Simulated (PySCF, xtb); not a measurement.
Acid–base and redox partners of COC. Isolated molecules, 0 K electronic values unless said otherwise. One relaxed conformer stands for each flexible species; it need not be the lowest. Strings in code marks are SMILES.

Quantity: proton affinity at 298 K, in kcal/mol. Thermal and zero-point terms are GFN2-xTB rigid-rotor harmonic values (xtb).

Level 1: PBE/6-31G* // PBE0-D4/def2-TZVP (PySCF)
Level 2: frozen-core MP2/6-31G* // PBE0-D4/def2-TZVP (PySCF)
Level 3: HF/6-31G* // PBE0-D4/def2-TZVP (PySCF)
Level 4: HF/STO-3G // PBE0-D4/def2-TZVP (PySCF)

| species | level 1 | level 2 | level 3 | level 4 |
|---|---|---|---|---|
| proton added at O2: `C[OH+]C` | 188.2 | 189.0 | 192.6 | 240.5 |
